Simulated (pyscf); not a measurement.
**Hydrogen abstraction: H₃C–AlH₂ + methyl (CH₃•) → •H₂C–AlH₂ + methane (CH₄)**

Gas phase, doublet surface, charge 0. Bonds broken: C1–H3. Bonds formed: H3–C8. Structures and frequencies: ωB97X-D3(BJ)/def2-SVP in PySCF. MP2 and CC: frozen core, UHF for open shells. ΔMP2 is the change of the MP2 total energy from the triple- to the quadruple-zeta basis.

Transition state (Å):

```xyz
11

C     -0.4763    -0.6032     0.3269
Al     1.2275     0.3187     0.2512
H     -1.3550     0.2690    -0.0575
H     -0.8666    -0.8827     1.3182
H     -0.6521    -1.4200    -0.3907
H      1.7459     1.1481     1.5052
H      2.0746     0.3282    -1.0948
C     -2.4191     1.1122    -0.4560
H     -2.1694     1.3873    -1.4884
H     -3.3158     0.4884    -0.3641
H     -2.3801     1.9470     0.2549
```

One imaginary mode, 1660i cm⁻¹; descent along it reached the two sides named, in the forms told below.

```tsv
bond	change	reactant side (Å)	saddle	product side
C1–H3	breaks	1.104	1.296	3.3
H3–C8	forms	3.2	1.415	1.098
```

Electronic energies relative to the separated reactants (kJ/mol):

```json
[
 {"level": "ωB97X-D3(BJ)/def2-TZVP", "barrier": "46.6", "reaction energy": "-36.3", "reverse barrier": "82.8"},
 {"level": "PBE/def2-TZVP", "barrier": "22.4", "reaction energy": "-34.4", "reverse barrier": "56.9"},
 {"level": "r²SCAN/def2-TZVP", "barrier": "36.6", "reaction energy": "-32.2", "reverse barrier": "68.8"},
 {"level": "B3LYP-D3(BJ)/def2-TZVP", "barrier": "37.0", "reaction energy": "-36.2", "reverse barrier": "73.2"},
 {"level": "PBE0-D3(BJ)/def2-TZVP", "barrier": "34.9", "reaction energy": "-33.4", "reverse barrier": "68.4"},
 {"level": "M06-2X/def2-TZVP", "barrier": "49.0", "reaction energy": "-35.7", "reverse barrier": "84.7"},
 {"level": "ωB97M-D3(BJ)/def2-TZVP", "barrier": "51.3", "reaction energy": "-34.5", "reverse barrier": "85.8"},
 {"level": "HF/def2-TZVP", "barrier": "111.2", "reaction energy": "-36.2", "reverse barrier": "147.4"},
 {"level": "MP2/def2-QZVPP", "barrier": "57.2", "reaction energy": "-31.9", "reverse barrier": "89.1"},
 {"level": "CCSD/def2-TZVPP", "barrier": "62.3", "reaction energy": "-35.3", "reverse barrier": "97.6"},
 {"level": "CCSD(T)/def2-TZVPP", "barrier": "53.5", "reaction energy": "-34.6", "reverse barrier": "88.2"},
 {"level": "CCSD(T)/def2-TZVPP + ΔMP2(QZVPP)", "barrier": "52.7", "reaction energy": "-34.5", "reverse barrier": "87.2"}
]
```

With CCSD(T)/def2-TZVPP + ΔMP2(QZVPP) energies and thermal terms (ideal gas, 1 atm, RRHO with modes under 100 cm⁻¹ raised to 100, one conformer, R ln 2 for chiral ones without a mode under 150 cm⁻¹), in kJ/mol:

```json
[
 {"T (K)": "298", "ΔH‡": "47.8", "ΔG‡": "86.4", "ΔH": "-28.7", "ΔG": "-23.0"},
 {"T (K)": "600", "ΔH‡": "48.9", "ΔG‡": "125.3", "ΔH": "-30.6", "ΔG": "-16.3"},
 {"T (K)": "900", "ΔH‡": "51.9", "ΔG‡": "162.9", "ΔH": "-31.8", "ΔG": "-9.0"},
 {"T (K)": "1200", "ΔH‡": "55.4", "ΔG‡": "199.3", "ΔH": "-32.4", "ΔG": "-1.2"}
]
```

On the reactant side the descent ends in a bound adduct, 35.3 kJ/mol under the separated species and 81.9 kJ/mol under the saddle at ωB97X-D3(BJ)/def2-TZVP. •H₂C–AlH₂ lies 60.3 kJ/mol over its isomer [H₃C–AlH]• (electronic energy, ωB97M-D3(BJ)/def2-TZVP). This is the saddle that the search found; another between the same sides may lie lower. The angle at the transferred H is 174°. The CCSD(T) − MP2 part came from Ansatz, without density fitting, on the same reference.
